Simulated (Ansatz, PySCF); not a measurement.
Reaction: C3H4 (SMILES C=C=C) → C3H4 (SMILES C1=CC1)
Each species at its own B3LYP-D3(BJ)/def2-TZVP minimum (Ansatz, a quantum-chemistry and plane-wave program).

Total energies in hartree (Ansatz). Open shells are spin-unrestricted; no spin-orbit coupling. Cores are frozen in correlated methods. No relativity.

| species | HF/cc-pVTZ | CCSD(T)/cc-pVTZ | HF/cc-pVQZ | CCSD(T)/cc-pVQZ | CCSD(T)/cc-pVDZ | CCSDT(Q)/cc-pVDZ |
|---|---|---|---|---|---|---|
| 1: C3H4 (SMILES C=C=C) | -115.90585 | -116.43320 | -115.91336 | -116.46652 | -116.31406 | -116.31602 |
| 2: C3H4 (SMILES C1CC=1) | -115.86553 | -116.39771 | -115.87301 | -116.43128 | -116.27859 | -116.28030 |

Work out the isomerisation energy (enthalpy at 298 K, ideal-gas terms from PySCF's Hessians at B3LYP-D3(BJ)/def2-TZVP) in kJ/mol: take Hartree-Fock from cc-pVQZ, extrapolate the CCSD(T) correlation energy as X^-3 (X = 3, 4), and add CCSDT(Q) - CCSD(T) in cc-pVDZ. The further terms named in the bracket sum to +0.00042 hartree. 1 hartree = 2625.5 kJ/mol.


Species 1: correlation (64·(-0.55316) - 27·(-0.52735))/37 = -0.57199; step -0.00196; E1 = -115.91336 + (-0.57199) + (-0.00196) = -116.48731
Species 2: correlation (64·(-0.55827) - 27·(-0.53218))/37 = -0.57731; step -0.00171; E2 = -115.87301 + (-0.57731) + (-0.00171) = -116.45203
-1·E1 +1·E2 +0.00042 = 0.03570 hartree = 93.7 kJ/mol. From measured enthalpies of formation at 298 K: 22.4 kcal/mol (Active Thermochemical Tables 1.112 (ions: stationary electron), as tabulated in the package chemicals). The calculations leave out spin-orbit terms. The composite differs from it by -0.0 kJ/mol; core, relativistic and spin-orbit terms are not in it.
